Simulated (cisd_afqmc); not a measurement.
Input (AFQMC/CISD/cc-pVDZ; cisd_afqmc is a phaseless AFQMC code with CISD trial states that reads the integrals written by Ansatz):

Ansatz 0.2 input:
```python
import cisd_afqmc

open("ham.yaml", "w").write("""\
crystal:
  periodic: [false, false, false]
  atoms:
    - {symbol: N, position_ang: [-0.01289421, 0.71390346, -0.08274131]}
    - {symbol: N, position_ang: [0.01143230, -0.71580235, -0.06455095]}
    - {symbol: H, position_ang: [0.22690319, 1.11743039, 0.81759820]}
    - {symbol: H, position_ang: [-0.95122073, 1.00639896, -0.32213030]}
    - {symbol: H, position_ang: [-0.21034728, -1.09592557, 0.85047264]}
    - {symbol: H, position_ang: [0.94489814, -1.01461151, -0.31489471]}
basis:
  gaussian:
    orbitals: cc-pVDZ
magnetization: {spin_polarized: false}
correlation: {method: ccsd, electrons: outside_noble_gas, hamiltonian_folder: ham}
""")
rep = cisd_afqmc.ansatz("ham.yaml")
e_ccsd = rep["correlation"]["coupled_cluster"]["energy"]["hartree"]
out = cisd_afqmc.run("ham", e_ccsd, trial="CISD", walkers=200, populations=8, threads=8, dt=0.005, steps=40, early=24, settle=10, least=32,
    cut=5e-5, rank_cut=2e-4, target=0.0004, seconds=1500, seed=1, memory=17280, gpu=False)
```

Output:

```
orbitals 46, occupied [7], factors 263 of 445, rank of the doubles 142 of 273
E(HF) = -111.186200
E(CCSD) on the cut factors = -111.560937, shift to the whole factors -0.000016
Energy of the trial state on the determinant = -111.561000
  tau behind 7.2 of longer steps, mean of the populations' last blocks
   2.0  -111.57067
   4.0  -111.56964
   6.0  -111.57084
   8.0  -111.57105
blocks 262 (0 outliers left out), error by blocks joined: 1: 0.00020, 2: 0.00023, 4: 0.00027, 8: 0.00032, 16: 0.00029
E(AFQMC/CISD) = -111.57060 +/- 0.00032
```
